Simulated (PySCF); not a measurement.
**Working out the electron affinity of C**

C- [He] 2s2 2p3 (4S) → C [He] 2s2 2p2 (3P). All numbers are calculated (PySCF 2.14, the spin-free X2C one-electron Hamiltonian (Gaussian nucleus), in x2c-QZVPPall with one added diffuse shell each of s, p, d, f type (8s5p4d3f1g, 73 functions)). Frozen: nothing. Energies in hartree (1 hartree = 27.21139 eV):

| part | C- (lower) | C (upper) |
| --- | --- | --- |
| UHF | -37.725099 | -37.708649 |
| MP2 opposite-spin | -0.088289 | -0.077259 |
| MP2 same-spin | -0.034923 | -0.015270 |

**Question.** What does Hartree-Fock give?

**Answer.** (-37.708649) − (-37.725099) = 0.016450 hartree = 0.448 eV.

**Question.** What do MP2 and SCS-MP2 (6/5 opposite-spin, 1/3 same-spin) give?

**Answer.** The opposite-spin parts differ by 0.300 eV and the same-spin parts by 0.535 eV. MP2: 0.448 + (0.300) + (0.535) = 1.283 eV. SCS-MP2: 0.448 + 1.2 × (0.300) + (0.535)/3 = 0.986 eV.

A first-order spin-orbit estimate adds -0.004 eV to MP2 (valence and next inner shell), giving 1.279 eV against 1.262 eV (measured; photodetachment measurements, as compiled on the Wikipedia data page of electron affinities).

What remains against the reference includes basis incompleteness and correlation beyond second order.
